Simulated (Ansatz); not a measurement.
**H₂Cl radical: one structure at several levels**

One table from this session's results is given with a row withheld; the runs are named, their logs left out.

Method: single points in def2-TZVPP; program: Ansatz 0.2.0, Gaussian basis.

Cores are frozen in the correlated methods. Orbitals are unrestricted. B3LYP uses VWN-RPA correlation.

## The starting structure

3 atoms, charge 0, spin multiplicity 2.

Atoms are counted from 1 here; the program's logs count them from 0.

No contacts short enough for the rule that draws bonds.

As a file:

```xyz
3
ClH2
H    -0.2181    0.0340    0.0505
Cl    1.4464   -0.1993   -0.4441
H    -1.2242    0.1511    0.3667
```

The first run:

Input file run/in.yaml:

```yaml
crystal:
  periodic: [false, false, false]
  atoms:
    - {symbol: H, position_ang: [-0.218100, 0.034000, 0.050500]}
    - {symbol: Cl, position_ang: [1.446400, -0.199300, -0.444100]}
    - {symbol: H, position_ang: [-1.224200, 0.151100, 0.366700]}
basis:
  gaussian: {orbitals: def2-TZVPP}
magnetization: {spin_polarized: true, initial_magnetization: 1}
correlation: {method: ccsd_t}
scf: {omitted_lower_state_checks: [cluster_reference]}
output: {forces: true}
```

No record of the launch command was kept for these runs.

Among the steps run: CCSD(T)/def2-TZVPP; PBE0-D4/def2-TZVPP; wB97M-V/def2-TZVPP; r2SCAN-D4/def2-TZVPP; PBE-D4/def2-TZVPP; B3LYP-D4/def2-TZVPP; BHLYP-D4/def2-TZVPP.

One of the session's tables, all rows but one given; the rest of the session is left out.

| method | RMS force component (eV/Å) | angle to CCSD(T) forces (°) | dipole (D) |
| --- | --- | --- | --- |
| CCSD(T) | 1.126 | reference | 1.21 |
| PBE0-D4 | 1.029 | 9.8 | 1.62 |
| wB97M-V | 1.105 | 3.7 | 1.46 |
| r2SCAN-D4 | 0.971 | 14.5 | 1.73 |
| PBE-D4 | 0.932 | 12.2 | 1.67 |
| B3LYP-D4 | ? | ? | ? |
| BHLYP-D4 | 1.169 | 0.0 | 1.44 |

Q: Estimate the row for B3LYP-D4 from the others.

As computed: RMS force component (eV/Å): 1.053; angle to CCSD(T) forces (°): 3.2; dipole (D): 1.55. In the column «RMS force component (eV/Å)» it lies between PBE0-D4 (1.029) and wB97M-V (1.105).
